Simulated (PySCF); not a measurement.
# Structure elucidation problem

The spectra below were simulated for a compound CH5NO.

1H NMR (500 MHz, computed): δ 4.22 (br s, 1H), 3.32 (br s, 1H), 2.85 (s, 3H).

13C{1H} NMR (computed): δ 44.6 (CH3).

Theoretical values (PySCF 2.14.0 with density-fitted response routines): shieldings: GIAO PBE0/pcSseg-1, couplings computed with B3LYP/pcJ-1, structure optimised with GFN2-xTB. Non-relativistic, gas phase, equivalent nuclei averaged, one conformer.

Chemical shifts δ = σref − σ; TMS for 1H, 13C, all at this level.

Question: Propose a structure and justify it.

Answer: 
Rings plus π bonds: 0. Carbon types of the structure: 1 × CH3, leaving 2 H on heteroatoms. δC 44.6: methyl carbon bonded to N; the inductive effect lowers its shielding. δH 4.22: hydrogen on a nitrogen bonded to O or N; exchangeable, gas-phase position. δH 3.32: hydrogen on a N–OH oxygen; exchangeable, gas-phase position. δH 2.85: hydrogen on a methyl carbon bonded to N; its carbon carries N, which withdraws density.

Structure: N-Methylhydroxylamine (SMILES CNO).

Exchangeable OH/NH protons stand at their gas-phase positions; hydrogen bonding in a real sample shifts them, mostly to higher δ. Shifts are as computed. Against solution values, carbons near 30 ppm lie about +3 ppm off and those near 130 ppm about +5 ppm. Of 1211 compounds with measured shifts, 218 miss one by over three times the rms of a fit or turn the order of signals round; such compounds aren't used in these exercises. Couplings to exchangeable protons are dropped.
